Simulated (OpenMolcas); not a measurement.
**Worked example: vertical ionisation energy of C3H4 (propyne)**

C3H4 has 7 atoms, charge 0, and is taken as a singlet. SMILES: `C#CC`. Geometry: relaxed at GFN2-xTB.

Both states at this one shape; open shells run unrestricted unless said. 1 Eh = 27.2114 eV.

```
                         level     program  singlet C3H4 (Eh)  doublet [C3H4]+ (Eh)  HOMO of the first (eV)
               OPBE/ANO-L-VDZP  OpenMolcas        -116.625506           -116.246213                   -6.52
OPBE/ANO-L-VQZP (RICD fitting)  OpenMolcas        -116.648479           -116.273278                   -6.50
```

Task: Work out the vertical ionisation energy at each level.

Result: 
1. OPBE/ANO-L-VDZP: -116.246213 − (-116.625506) = 0.379293 Eh = 10.32 eV; −ε(HOMO) = 6.52 eV.
2. OPBE/ANO-L-VQZP (RICD fitting): -116.273278 − (-116.648479) = 0.375201 Eh = 10.21 eV; −ε(HOMO) = 6.50 eV.

No measured value is set beside it here; the levels span 10.21 to 10.32 eV. In semi-local functionals −ε(HOMO) lies far under the ionisation energy, a result of self-interaction, while the difference of totals does much better.
